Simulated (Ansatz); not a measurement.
Results of PBE-D4 (plane waves, PAW; Ansatz, a quantum-chemistry and plane-wave program) for bcc Nb.

Numerical settings: plane-wave cutoff 520 eV, 24×24×24 k mesh, Fermi–Dirac smearing 0.05 eV, no spin polarisation, scalar-relativistic PAW data made under PBE.

Energies at three volumes about the minimum:

| V (Å³/atom) | E − E_lowest (meV/atom) |
|---|---|
| 17.467 | 4.04 |
| 17.824 | 0.00 |
| 18.180 | 3.72 |

Task: Fit a parabola by hand: where is the minimum, what lattice constant follows, and what is the bulk modulus?

Result: Slopes: (0.00 − 4.04)/(17.824 − 17.467) = -11.317 and (3.72 − 0.00)/(18.180 − 17.824) = 10.449 meV/Å³. Curvature E″ = 2 × (10.449 − (-11.317))/(18.180 − 17.467) = 61.055 meV/Å⁶. From the middle of the first interval, the slope vanishes at V0 = 17.6455 − (-11.317)/61.055 = 17.831 Å³/atom. B = V0 E″ = 17.831 × 61.055 meV/Å³ × 0.1602 GPa per meV/Å³ = 174 GPa. With 2 atoms in the cube, a = (2 × 17.831)^(1/3) = 3.292 Å. The full Birch–Murnaghan fit to all volumes gives V0 = 17.826 Å³/atom and B0 = 174 GPa.

Measured, for comparison: bulk modulus 173 GPa (0 K value with the zero-point phonon effect removed; as tabulated in Mejia-Rodriguez and Trickey (2018), arXiv:1807.09216); lattice constant a 3.294 Å (static lattice: zero-point anharmonic expansion removed; as tabulated in Mejia-Rodriguez and Trickey (2018), arXiv:1807.09216). Computed (rounded) less measured: bulk modulus +0.6 %.
